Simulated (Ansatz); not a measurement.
Diamond-structure Si, treated with RPBE in Ansatz (PAW).

Settings: plane-wave cutoff 520 eV, 12×12×12 k mesh, perturbation theory, scalar-relativistic PAW data made under PBE.

Computed at the level's own relaxed cell.

Harmonic phonon frequencies (cm⁻¹; i marks an imaginary mode):

| q point | frequencies |
|---|---|
| Γ | 0 0 0 498 498 498 |
| X | ? |
| L | 115 115 369 393 471 471 |

Problem. Fill in the missing entries.

Solution. 
- X, frequencies: 152 152 397 397 439 439

Measured, for comparison: zone-centre TO phonon frequency 525 cm⁻¹ (low temperature, zero-point motion not removed; as tabulated in Tanner et al. (2021), arXiv:2110.11888). Computed (rounded) less measured: zone-centre TO phonon frequency -5 %.

No imaginary mode appears at these points.

Ansatz is an electronic-structure program.
